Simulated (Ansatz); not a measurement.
BH₃F, that is [BFH3]- with one electron fewer. Total charge 0; doublet. Geometry PBE0-D4/def2-TZVPD, that of the charge -1 singlet.

```xyz
5

B    -0.001   -0.033   -0.018
F     0.029    1.246    0.676
H    -0.930   -0.733    0.426
H     1.078   -0.632    0.152
H    -0.176    0.152   -1.237
```

At PBE-D4/def2-TZVPD an occupied level lies above an empty one. At PBE-D4/def2-TZVPD the gap within one spin of the charge 0 doublet nearly closes, so an electron or hole may be smeared out by delocalisation error.

Estimate the α-spin orbital energies around the gap (eV) in Ansatz with PBE-D4/def2-TZVPD, r2SCAN-D4/def2-TZVPD, PBE0-D4/def2-TZVPD.


```tsv
orbital	PBE-D4/def2-TZVPD	r2SCAN-D4/def2-TZVPD	PBE0-D4/def2-TZVPD
HOMO−5	-14.27	-14.97	-16.48
HOMO−4	-11.75	-12.27	-13.75
HOMO−3	-11.30	-11.77	-13.17
HOMO−2	-10.86	-11.31	-12.88
HOMO−1	-8.84	-9.40	-10.57
HOMO	-7.77	-8.13	-9.31
LUMO	-0.23	0.62	0.24
LUMO+1	0.25	1.11	0.92
LUMO+2	1.37	2.43	1.95
LUMO+3	1.64	2.55	2.13
LUMO+4	1.72	2.80	2.32
LUMO+5	1.75	2.89	2.38
β HOMO	-7.43	-7.70	-8.81
β LUMO	-7.53	-7.39	-6.65
```
